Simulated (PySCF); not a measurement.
# B: ionisation energy

B [He] 2s2 2p1 (2P) → B+ [He] 2s2 (1S), as a difference of total energies. Computed with PySCF 2.14 in aug-cc-pCVTZ-DK with one added diffuse shell each of s, p, d, f type (8s7p5d3f, 75 functions), with the spin-free X2C one-electron Hamiltonian (Gaussian nucleus). Correlated levels: valence: 1s2 frozen; valence and next inner shell: nothing frozen. The calculations carry no spin-orbit coupling.

```tsv
method	ionisation energy (eV)
UHF	8.033
LDA	8.637
PBE	8.667
PBE0	8.640
r2SCAN	8.758
BP86	8.739
M06-2X	8.316
BHandHLYP	8.565
revPBE	8.647
MP2 (valence)	8.261
SCS-MP2 (valence)	8.228
MP2 (valence and next inner shell)	8.272
SCS-MP2 (valence and next inner shell)	8.232
```

Question: How much does correlation contribute at MP2 (valence and next inner shell)?

Answer: 8.272 − (8.033) = 0.239 eV, measured against UHF.

Errors of the correlated levels include the incompleteness of this basis and the frozen core.

For comparison: 8.297 eV (measured; NIST levels, between the centres of gravity of the two terms).
